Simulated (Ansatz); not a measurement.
Structure relaxation of Rh

These are results of DFT r2SCAN, scalar-relativistic, plane waves, PAW in Ansatz, not measurements. Cutoff 500 eV, Γ-centred k mesh, Gaussian smearing, no spin polarisation in the final step.

The start puts Rh on the alpha-gallium structure type (Cmce, No. 64), at a guessed volume.

```yaml
crystal:
  lattice:
    - [2.04535, -3.46649, 0.00000]
    - [2.04535, 3.46649, 0.00000]
    - [0.00000, 0.00000, 4.09614]
  atoms:
    - { symbol: Rh, position: [0.15250, 0.84750, 0.07850] }
    - { symbol: Rh, position: [0.65250, 0.34750, 0.42150] }
    - { symbol: Rh, position: [0.84750, 0.15250, 0.92150] }
    - { symbol: Rh, position: [0.34750, 0.65250, 0.57850] }
```

Cell and atoms relax at zero pressure; the relaxation can't lower the symmetry of the start. After a coarse first stage the cell is made exact in the group found at 0.06 Å.

Energies count from the standard state of Rh at the same level.

Question: What does it relax into?

Answer: It ends in I4/mmm (No. 139). Conventional cell: a = 2.670 Å, c = 8.462 Å. Around Rh lie 1 Rh at 2.41 Å and 8 Rh at 2.62–2.67 Å.

```cif
data_structure
_symmetry_space_group_name_H-M 'I4/mmm'
_symmetry_Int_Tables_number 139
_cell_length_a 2.6704
_cell_length_b 2.6704
_cell_length_c 8.4622
_cell_angle_alpha 90.000
_cell_angle_beta 90.000
_cell_angle_gamma 90.000
_cell_volume 60.34
loop_
_atom_site_label
_atom_site_type_symbol
_atom_site_symmetry_multiplicity
_atom_site_Wyckoff_symbol
_atom_site_fract_x
_atom_site_fract_y
_atom_site_fract_z
_atom_site_occupancy
Rh1 Rh 4 e 0.50000 0.50000 0.35770 1
```

Question: What are its volume, energy, density and gap?

Answer: The volume per atom is 15.09 Å³ and the density is 11.33 g/cm³. The energy over the standard structure is 0.35 eV/atom and the gap on the 28×28×28 mesh is 0 eV (a metal).

The final run used a 28×28×28 mesh on its 2-atom cell and 0.10 eV smearing. The k mesh leaves about 4 meV/atom of noise in metals. Symmetry constrained the relaxation, so the result can be a saddle point.

This form isn't the element's structure at ambient conditions.